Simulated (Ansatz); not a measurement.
## Property card for SrCu₂Sb₂

Method: DFT r2SCAN, scalar-relativistic, plane waves, PAW (Ansatz).

Settings: cutoff 500 eV, Γ-centred mesh 8×8×4 on the computed 10-atom cell, Gaussian smearing of 0.10 eV; no spin polarisation.

The structure is relaxed at this level of theory with its symmetry kept. Whether it is the stable form of this composition wasn't checked.

```xyz
10
Lattice="4.5636 0.0000 0.0000 0.0000 4.5636 0.0000 0.0000 0.0000 10.7671" Properties=species:S:1:pos:R:3 pbc="T T T"
Sr    2.2818    0.0000    2.5537
Sr    0.0000    2.2818    8.2133
Cu    2.2818    0.0000    6.8086
Cu    0.0000    0.0000    0.0000
Cu    0.0000    2.2818    3.9585
Cu    2.2818    2.2818    0.0000
Sb    0.0000    2.2818    1.3912
Sb    2.2818    2.2818    5.3835
Sb    0.0000    0.0000    5.3835
Sb    2.2818    0.0000    9.3759
```

```json
{
 "Space group": "P4/nmm (No. 129)",
 "Volume per atom": "22.42 Å³",
 "Formation energy from the elements' standard states (uncorrected)": "-0.505 eV/atom",
 "Generalised Kohn–Sham band gap": "none (metal)",
 "Density of states at the Fermi level": "3.31 states/eV per cell",
 "Löwdin character within 0.5 eV of the Fermi level": "Sb 5p 65 %, Cu 3d 18 %, unprojected 11 %",
 "Bader charges (e)": "Sr (2 in the cell) 1.42, Cu (2 in the cell) -0.19, Cu (2 in the cell) -0.07, Sb (2 in the cell) -0.79, Sb (2 in the cell) -0.37"
}
```

Spin-orbit coupling is left out, which matters for the bands of heavy elements.

Cost: 1 run of about 20 core-minutes, on AMD EPYC (Zen 3) (shared hosts).